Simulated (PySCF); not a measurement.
# CH2S: the cost of one run

The runs use PySCF 2.14.0, with density-fitted response routines of our own; the level of theory stands in each step. All values are computed, except where a source is named. Atoms count from 0, in the outputs and in this text.

### Step 1. Starting geometry

4 atoms, charge 0, multiplicity 1; geometry from: GFN2-xTB. The atoms were then displaced at random by about 0.01 Å, so the start is not that level's minimum.

Bonds of the start (Å): C0–S1 1.58, C0–H2 1.12, C0–H3 1.05.

### Step 2. Optimising the geometry at PBE0-D3(BJ)/def2-SVP

Job settings and geometry (Å):

```
{"job": {"xc": "PBE0", "basis": "def2-SVP", "d3": "d3bj", "grid": 1, "shake": 0.01, "kind": "geom"}, "charge": 0, "multiplicity": 1}
C     -0.094530    -0.020230     0.007120
S      1.478260    -0.056680     0.132680
H     -0.632320     0.816760    -0.517360
H     -0.713410    -0.765220     0.417710
```

Launch:

```
$ OMP_NUM_THREADS=1 python probes_run.py task.json out
```

One launch serves the whole session: the jobs run in the order shown.

Q: Estimate the wall time and peak memory of this first job on 1 thread of Arm Neoverse N1, shared host.

About 5.2 s, with a peak of 0.26 GiB.
